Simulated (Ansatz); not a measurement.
# Stretch profile

BNH2 (SMILES B=N), closed shell, at its PBE0-D4/def2-TZVP minimum:

```
4
angstrom
B -0.3969 -0.4107 0.0115
N 0.4593 0.4756 -0.0131
H -1.2108 -1.2531 0.0349
H 1.1484 1.1882 -0.0334
```

The bond length B1–N2 (1.233 Å at the minimum) is set to the values below, with the rest relaxed at PBE0-D4/def2-TZVP at each step. Each method's energies count from its own value at the PBE0-D4 minimum structure. 1 of 9 computed points, where the reference changed state or T1 grew large, are left out. Program: Ansatz 0.2.0. Basis: def2-TZVPP. Cores are frozen in the correlated methods. B3LYP uses VWN-RPA correlation.

```csv
bond length (Å),CCSD(T) (kJ/mol),r2SCAN-D4 (kJ/mol),PBE0-D4 (kJ/mol)
1.085,?,127.4,124.6
1.128,66.0,59.5,57.4
1.190,?,9.4,8.5
1.264,1.4,3.2,3.9
1.345,34.9,41.3,44.1
1.433,95.0,103.1,110.2
1.526,169.3,180.5,190.5
1.623,?,266.9,279.7
```

Task: Fill in the withheld CCSD(T) values. (To be estimated.)

Result: Computed: 136.8 kJ/mol at 1.085 Å; 11.9 kJ/mol at 1.190 Å; 251.7 kJ/mol at 1.623 Å. These count from the CCSD(T) energy at the PBE0-D4 minimum.

Minimum and curvature along this coordinate at CCSD(T): A fifth-order fit through the nearest points gives 1.241 Å, with a curvature of about 86 eV/Å².

Largest difference from the CCSD(T) curve over the scan: PBE-D4 1.7; B3LYP-D4 24.0; wB97M-V 33.5; HF 64.8 kJ/mol. Each curve counts from its own value at the minimum.

T1 diagnostic: at most 0.037. The T1 diagnostic is large here, which may signal multireference character or strong orbital relaxation, so CCSD(T) is less sure. The restricted Hartree–Fock reference is unstable towards an unrestricted one at one or more of these structures.

For scale, one of the runs: CCSD(T)/def2-TZVPP, 90 basis functions (an equivalent command: `ansatz run in.yaml --threads 2`). Hardware: 2 CPU threads, shared host. Wall time about 1.4 s.
